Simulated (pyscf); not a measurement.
F–SiH₃ + F–C•(F)–SiH₃ -> SiH₄ + F–SiH₂–C•(F)–F, a four-centre exchange (doublet surface; F–Si, H–Si broken, H–Si, F–Si formed). Single points on ωB97X-D3(BJ)/def2-SVP structures (PySCF, gas phase). Energies in eV from the separated reactants.

Small-basis levels: PySCF, no dispersion term, spherical d functions. Open shells are spin-unrestricted. 

Question: Quick HF/6-31G* single points give ΔE‡ = 2.34 eV and ΔE = -0.05 eV. What does ωB97M-D3(BJ)/def2-TZVP give, and how far is the quick result from it?

Answer: ωB97M-D3(BJ)/def2-TZVP gives ΔE‡ = 1.45 eV and ΔE = -0.12 eV. HF/6-31G* lies 0.89 eV over it in the barrier and 0.07 eV over it in the reaction energy, so on this step it does not hold to within 0.13 eV. ωB97M-D3(BJ)/def2-TZVP has limits of its own. This is the saddle that the search found; another between the same sides may lie lower.
